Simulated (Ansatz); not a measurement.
Energy needed to pull apart CH₃AlO (SMILES [CH2]1[O][AlH]1), closed shell, into free ground-state atoms, from the structure below (displaced at random from a GFN2-xTB minimum); no zero-point or spin–orbit terms; open-shell atoms are treated unrestricted, in their ground-state multiplicity.

C1  (-0.037, -0.243, -0.768)
O2  (0.226, -1.004, 0.533)
Al3  (-0.089, 0.625, 0.952)
H4  (-0.860, -0.710, -1.217)
H5  (0.833, -0.370, -1.410)
H6  (-0.113, 1.671, 1.879)
(Å)

Program: Ansatz 0.2.0. Basis: def2-TZVPP. Cores are frozen in the correlated methods.

```json
{"method": "PBE-D4", "atomization energy (kcal/mol)": "480.6"}
{"method": "r2SCAN-D4", "atomization energy (kcal/mol)": "473.7"}
{"method": "PBE0-D4", "atomization energy (kcal/mol)": "?"}
{"method": "HSE06-D4", "atomization energy (kcal/mol)": "467.3"}
{"method": "CAM-B3LYP-D4", "atomization energy (kcal/mol)": "471.6"}
{"method": "wB97M-V", "atomization energy (kcal/mol)": "472.8"}
{"method": "HF", "atomization energy (kcal/mol)": "317.9"}
{"method": "MP2", "atomization energy (kcal/mol)": "470.0"}
{"method": "CCSD", "atomization energy (kcal/mol)": "?"}
{"method": "CCSD(T)", "atomization energy (kcal/mol)": "457.1"}
```

Task: What does PBE0-D4 give? (An estimate is asked for; the value comes from the calculation.)

Result: By the calculation: 466.8 kcal/mol, which is about 9.7 kcal/mol more than CCSD(T)/def2-TZVPP.

Task: What does CCSD give? (To be estimated.)

Result: The calculation gives: 447.8 kcal/mol, which is about 9.4 kcal/mol less than CCSD(T)/def2-TZVPP.

In triple zeta the MP2 and coupled-cluster atomization energies are still short of their basis limit by a few kcal/mol a bond, whereas those of the functionals are nearly converged, so these differences are not deviations from converged CCSD(T).

T1 diagnostic: at most 0.018.

For scale, one of the runs: CCSD(T)/def2-TZVPP forces, 146 basis functions (an equivalent command: `ansatz run in.yaml --threads 4`). Time: 27 s of wall clock on 4 CPU threads; the host was shared. Peak host memory: 1.6 GiB.
